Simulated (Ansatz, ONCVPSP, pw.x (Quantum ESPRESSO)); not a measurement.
From atom to crystal: ONCV potential for Ta

```
Element                 : Ta
Generator               : ONCVPSP 4.0.1.1 (patched build)
Type                    : optimised norm-conserving Vanderbilt (ONCV)
Functional              : LDA (Perdew-Wang 92)
Relativity              : scalar-relativistic
Frozen core             : [Kr] 4d10 4f14
Valence charge          : 13
Reference configuration : 5s2 5p6 5d3 6s2
Partial waves           : 5s+6s: rc 1.90 bohr, ncon 5, nbas 10, qcut 4.9 1/bohr, 2 projectors; 5p: rc 1.60 bohr, ncon 3, nbas 7, qcut 7.9 1/bohr, 1 projector; 5d: rc 2.30 bohr, ncon 4, nbas 8, qcut 6.5 1/bohr, 1 projector; f scattering state at 0.37 Ha: rc 2.50 bohr, ncon 4, nbas 9, qcut 5.1 1/bohr, 2 projectors, debl 3.3 Ha
Local potential         : polynomial inside 1.25 bohr (lpopt 5, dvloc0 4 Ha)
Core correction         : none
```

Atomic tests: cutoffs needed: 21 Ha and 69 Ha (the cutoffs (Ha) at which the residual kinetic energy of the hardest occupied pseudo-wave falls to 1 and 0.1 mHa per electron); ghost test: no bound ghost flagged; no localised positive-energy state flagged; largest excitation error: -13 meV (all-electron minus pseudo) for 5s2 5p6 5d2 6s0, out of 4 test configurations.

Crystal test: bcc Ta in pw.x 7.5, no spin, 14³ k-points, Fermi–Dirac smearing 0.01 Ry, cutoffs 160/640 Ry. The reference is all-electron LAPW (Ansatz 0.2.0) with the same functional, mesh and smearing; V0 and B0 come from Birch–Murnaghan fits to the pressures at five volumes. Errors are pseudo minus all-electron; Δ is the rms difference of the E(V) curves that follow from these fits, minima aligned, over ±6 % about the mean V0. Mesh and smearing are coarse, so the numbers serve the comparison and aren't converged zero-temperature values; the lattice is a test structure that the element need not adopt.

| V (Å³/atom) | P all-electron (GPa) | P pseudo (GPa) |
| --- | --- | --- |
| 16.272 | 13.97 | 11.37 |
| 16.700 | 7.30 | 4.87 |
| 17.128 | 1.38 | -0.93 |
| 17.556 | -3.88 | -6.05 |
| 17.984 | -8.54 | -10.58 |

All-electron: a0 = 3.255 Å (V0 = 17.24 Å³/atom), B0 = 217.7 GPa.

Pseudopotential: mean pressure error (GPa): -2.31; a0 (Å): 3.243; a0 error (%): -0.35; B0 error (%): +1.5; Δ (meV/atom): 8.6.

At the middle volume, how do free energy and pressure move when the wave cutoff is lowered (ecutrho kept at four times it)?

| cutoff (Ry) | shift of F (meV/atom) | shift of P (GPa) |
| --- | --- | --- |
| 72 | +13.6 | +0.10 |
| 96 | +9.6 | -0.01 |
| 128 | +5.9 | +0.07 |

Input at the middle volume:

```
&control
  calculation='scf', prefix='x', pseudo_dir='./', outdir='./tmp', tstress=.true., disk_io='low'
/
&system
  ibrav=0, nat=1, ntyp=1, ecutwfc=160, ecutrho=640, nbnd=14,
  occupations='smearing', smearing='fd', degauss=0.01
/
&electrons
  conv_thr=1e-09, mixing_beta=0.4, electron_maxstep=70
/
ATOMIC_SPECIES
Ta 1.0 Ta.UPF
CELL_PARAMETERS angstrom
  -1.62386113 1.62386113 1.62386113
  1.62386113 -1.62386113 1.62386113
  1.62386113 1.62386113 -1.62386113
ATOMIC_POSITIONS crystal
Ta 0.0000 0.0000 0.0000
K_POINTS automatic
14 14 14 0 0 0
```

```bash
pw.x < Ta.scf.in > Ta.scf.out
```

Lines of the output:

```
Message from routine setup:
     using ibrav=0 with symmetry is DISCOURAGED, use correct ibrav instead
     lattice parameter (alat)  =       5.3151  a.u.
     unit-cell volume          =     115.5855 (a.u.)^3
     number of electrons       =        13.00
     number of Kohn-Sham states=           14
     kinetic-energy cutoff     =     160.0000  Ry
     charge density cutoff     =     640.0000  Ry
     scf convergence threshold =      1.0E-09
     Exchange-correlation= SLA  PW   NOGX NOGC
     number of k points=   104  Fermi-Dirac smearing, width (Ry)=  0.0100
     iteration #  1     ecut=   160.00 Ry     beta= 0.40
     total energy              =    -117.46547568 Ry
     estimated scf accuracy    <       0.01992108 Ry
     iteration #  2     ecut=   160.00 Ry     beta= 0.40
     total energy              =    -117.46524183 Ry
     estimated scf accuracy    <       0.00326030 Ry
     iteration #  3     ecut=   160.00 Ry     beta= 0.40
     total energy              =    -117.46568926 Ry
     estimated scf accuracy    <       0.00015192 Ry
     iteration #  4     ecut=   160.00 Ry     beta= 0.40
     total energy              =    -117.46569610 Ry
     estimated scf accuracy    <       0.00000471 Ry
     iteration #  5     ecut=   160.00 Ry     beta= 0.40
     total energy              =    -117.46569641 Ry
     estimated scf accuracy    <       0.00000032 Ry
     iteration #  6     ecut=   160.00 Ry     beta= 0.40
     total energy              =    -117.46569650 Ry
     estimated scf accuracy    <       0.00000002 Ry
     iteration #  7     ecut=   160.00 Ry     beta= 0.40
     total energy              =    -117.46569650 Ry
     estimated scf accuracy    <          1.1E-09 Ry
     iteration #  8     ecut=   160.00 Ry     beta= 0.40
     the Fermi energy is    19.0993 ev
!    total energy              =    -117.46569650 Ry
     estimated scf accuracy    <          1.6E-10 Ry
     smearing contrib. (-TS)   =      -0.00530055 Ry
     The total energy is F=E-TS. E is the sum of the following terms:
     one-electron contribution =     -18.03324589 Ry
     hartree contribution      =      14.31750094 Ry
     xc contribution           =     -13.53284911 Ry
     ewald contribution        =    -100.21180189 Ry
     convergence has been achieved in   8 iterations
          total   stress  (Ry/bohr**3)                   (kbar)     P=       -9.27
```

The run at the middle volume (104 k-points, 8 iterations) took about 3 min on one core of a shared host (Neoverse-N1, 64 threads, 124 GiB, load 51).
